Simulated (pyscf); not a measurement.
Single points on ωB97X-D3(BJ)/def2-SVP structures (PySCF, gas phase).

Q: Estimate by transition-state theory the rate constant of silane (SiH₄) + hydrogen fluoride (HF) → F–SiH₃ + hydrogen (H₂) (singlet surface; H–Si, F–H broken, F–Si, H–H formed) at 1200 K, with ωB97M-D3(BJ)/def2-TZVP energies (ideal gas, 1 atm, RRHO with modes under 100 cm⁻¹ raised to 100, one conformer, R ln 2 for chiral ones without a mode under 150 cm⁻¹; no tunnelling).

A: The electronic barrier is 31.3 kcal/mol and the thermal terms add +31.9, so ΔG‡ = 63.3 kcal/mol. With k_BT/h = 2.50e+13 s⁻¹ and RT = 2.385 kcal/mol, and a volume of 1.64e-19 cm³ per molecule at 1 atm, k = 1.2e-17 cm³ molecule⁻¹ s⁻¹. Wigner's tunnelling factor for 1215i cm⁻¹ would be 1.09. A shift of 1 kcal/mol in the barrier changes k by a factor 1.5. This is the saddle that the search found; another between the same sides may lie lower.
